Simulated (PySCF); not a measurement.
Species: C2H2ClNO.
Geometry (PBE0-D3(BJ)/def2-SVP, Å), atoms numbered from 1 in this order:
```
atom  x, y, z in Å
O1    -2.3969    0.2185    0.2376
N2    -1.4141   -0.2760   -0.2556
C3    -0.1979    0.2419    0.2367
C4     0.9113   -0.2945   -0.2961
Cl5    2.4899    0.1596    0.1326
H6    -0.2200    1.0269    1.0016
H7     0.8278   -1.0763   -1.0568
```

Computed, not measured: delta-SCF UKS SCAN, pcX-2 on the ionised atom, pcseg-1 elsewhere, spin-free X2C in PySCF. Each binding energy is the total energy of the core-ionised species, with the hole localised on one atom, minus that of the ground state; both are solved self-consistently, so orbital relaxation is included.

Some binding energies are withheld.

```
atom(s)                  bonded to     level  binding energy (eV)
     C3   N, C (double bond) and H      C 1s                    ?
     C4  Cl, C (double bond) and H      C 1s                    ?
     N2      O (double bond) and C      N 1s               408.05
     O1            N (double bond)      O 1s               538.56
    Cl5                          C     Cl 1s              2830.06
    Cl5                          C  Cl 2p3/2                    ?
```

Q: Fill in C 1s for C3.

A: 291.96 eV (vinylic carbon bearing nitrogen).

Q: Fill in Cl 2p3/2 for Cl5.

A: 207.46 eV (vinyl chlorine), with 2p1/2 at 209.11 eV.

Q: What is the C 1s binding energy of C4?

A: 293.19 eV (vinylic C–Cl carbon).

The listed C 1s values span 1.23 eV, from C3 (bonded to N, C (double bond) and H) to C4 (bonded to Cl, C (double bond) and H).

Q: Which photon energy gives electrons from C 1s of C3 a kinetic energy of 20 eV, and what is their de Broglie wavelength?

A: hν = 291.96 + 20 = 311.96 eV, recoil neglected; λ = 12.264 Å/√(E/eV) = 2.74 Å.

The unrestricted hole states depart most from a pure doublet (⟨S²⟩ = 0.75; over 0.85 named) for C 1s of C4 (0.90), which makes this value less certain. For 2p shells one spin-free hole was relaxed; a mean-field spin–orbit operator and the ground-state splitting of the three 2p orbitals were then diagonalised within the shell. The shell's mean is (2 × 2p3/2 + 2p1/2)/3, and the degeneracies 2j + 1 give areas of 2:1. 2p1/2 minus 2p3/2 (ligand field included): Cl 1.65 eV. Geometry: PBE0-D3(BJ)/def2-SVP, one conformer, isolated molecule.
